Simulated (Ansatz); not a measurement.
## CH2BN: structure from calculated spectroscopic constants

These gas-phase data were calculated for one isomer of CH2BN at B3LYP-D4/def2-TZVP (harmonic, unscaled wavenumbers; equilibrium rotational constants with average atomic masses):

| Item | Value |
| --- | --- |
| rotational constants | 230.5, 11.05, 10.54 GHz |
| all wavenumbers above 1500 cm⁻¹ | 2725, 2627, 2163 |

Candidates:

(1) `B1C=N1`, a singlet
(2) `BC#N`, a singlet
(3) `B[N+]#[C-]`, a singlet

Task: Assign the data to one candidate and say why. Where the bands don't settle it, estimate the moments of inertia from typical bond lengths.

Result: Candidate (3). No mode falls between 2750 and 3290 cm⁻¹, where the C–H stretch of (1) would stand. The rotational constants decide the rest: (2) would give 233.3, 9.714, 9.326 GHz.

The same quantities for all candidates:

|  | rotational constants (GHz) | wavenumbers above 1500 cm⁻¹ | E above the lowest, B3LYP-D4/def2-TZVP (kcal/mol) |
| --- | --- | --- | --- |
| (1) | 40.44, 27.01, 16.2 | 3165, 2788, 1566 | 13.3 |
| (2) | 233.3, 9.714, 9.326 | 2737, 2643, 2303 | 0.0 |
| (3) | 230.5, 11.05, 10.54 | 2725, 2627, 2163 | 1.4 |

Harmonic stretches to hydrogen usually lie a few per cent above observed fundamentals. Programs: Ansatz 0.2.0.
